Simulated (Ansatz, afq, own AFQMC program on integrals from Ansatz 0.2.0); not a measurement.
## BNH5, doublet in cc-pVDZ, levels against CCSDT(Q)

```xyz
7

N    -1.1132   -0.0191   -0.0297
H    -1.4105    0.9487   -0.0297
H    -1.4105   -0.4214    0.8505
H    -0.0182   -0.0191   -0.0297
B     1.3588   -0.0191   -0.0297
H     1.8678   -0.0191    1.0473
H     1.8678   -0.0191   -1.1067
```

Basis cc-pVDZ. Noble-gas cores (and the filled d shells of Ga–Kr and In–Xe) are frozen. Integrals, coupled cluster, full CI and functionals: Ansatz 0.2.0; the random walks run on the same integrals in our own AFQMC program. ph-AFQMC/CISD is guided by a CISD state made of CCSD amplitudes; releasing the constraint for a short imaginary time cuts its bias at the price of noise, slowly where states lie close. Error bars are statistical, one sigma.

Determinant: UHF, the one that the program's search chose, which needn't be the lowest solution. The geometry is a point of a scan.

No full CI on the walks' own integrals is used here; CCSDT(Q) serves as the reference and is uncertain by about the last step of the cluster series.

* T1 diagnostic: 0.0145
* weight of the determinant in the CISD state: 0.885
* ⟨S²⟩ of the determinant: 0.768
* size of the correlated space: 13 electrons in 51 orbitals

Reference: CCSDT(Q), correlation energy -8.468 eV. The released energy is read at 2.40 1/Eh (meV from the phaseless value at times in 1/Eh: -9 ± 3 at 0.24, -14 ± 3 at 0.51, -13.9 ± 2.2 at 0.99, -13 ± 3 at 1.62, -11 ± 6 at 2.40).

```tsv
level	E − E(reference) (mEh)	share of correlation (%)
HF	311.21	0.00
MP2	44.49	85.70
CCSD	8.06	97.41
CCSD(T)	1.32	99.58
CCSDT	0.49	99.84
ph-AFQMC/CISD	0.45 ± 0.11	99.85
released AFQMC	0.05 ± 0.24	99.98
```

Released energies are given only where the last usable release times agree within the noise; a slower fall can still hide under it.
